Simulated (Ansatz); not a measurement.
## Four-centre ligand exchange

Start structure (Si2H8S, singlet), relaxed at PBE0-D4/def2-TZVP:

Si1  (-0.974, -0.209, -0.403)
S2  (0.268, -1.758, -1.213)
H3  (-2.165, 0.016, -1.266)
H4  (-1.457, -0.580, 0.954)
Si5  (0.352, 1.716, -0.313)
H6  (1.328, -1.564, 1.778)
H7  (1.419, -1.300, 2.471)
H8  (-0.665, -2.722, -1.132)
H9  (0.816, 2.079, -1.677)
H10  (-0.453, 2.837, 0.241)
H11  (1.532, 1.485, 0.560)
(Å)

The step: Si₂H₆S ([SiH3][SiH2][SH]) + H₂ → Si₂H₆ ([SiH3][SiH3]) + H₂S; bonds formed: Si1–H7, S2–H6; bonds broken: Si1–S2, H6–H7. Computed with Ansatz 0.2.0 (basis: def2-TZVPP and def2-QZVPP); correlated methods freeze the cores. Extrapolation: Hartree–Fock as exp(−7.88 √X), correlation as X^−2.97. Energies below are by CCSD(T) at an estimated basis limit (MP2 extrapolated from triple and quadruple zeta, plus CCSD(T) − MP2 in triple zeta).

Problem. What are the electronic barrier and the energy of the step, from the start structure to the end structure? (To be estimated.)

Solution. Computed: Barrier 57.93 kcal/mol; step energy 7.29 kcal/mol (uphill); reverse barrier, their difference, 50.64 kcal/mol. Barrier and step energy count from the start structure, the reverse barrier from the end structure.

The saddle point: One imaginary mode of 1225i cm⁻¹.
```json
{"pair": "Si1–H7", "start (Å)": "3.90", "saddle (Å)": "1.72", "end (Å)": "1.49"}
{"pair": "S2–H6", "start (Å)": "3.18", "saddle (Å)": "1.73", "end (Å)": "1.34"}
{"pair": "Si1–S2", "start (Å)": "2.14", "saddle (Å)": "2.53", "end (Å)": "3.68"}
{"pair": "H6–H7", "start (Å)": "0.75", "saddle (Å)": "0.96", "end (Å)": "3.06"}
```

Zero-point energy (harmonic, PBE0-D4): ZPE is 39.34 kcal/mol at the start and 40.14 kcal/mol at the saddle, so the barrier goes from 57.93 to 58.73 kcal/mol.

T1 diagnostic: at most 0.015.

Labels in which every atom is bracketed show which atoms are joined, not bond orders.

For scale, one of the runs: CCSD(T)/def2-TZVPP, 238 basis functions, launched by `ansatz run in.yaml --threads 4 --pin off --events-out ev --progress --plain --max-ram 9574MiB`. Hardware: 4 CPU threads of an Arm Neoverse V1, shared host. Wall time 63 s; peak host memory 4 GiB.
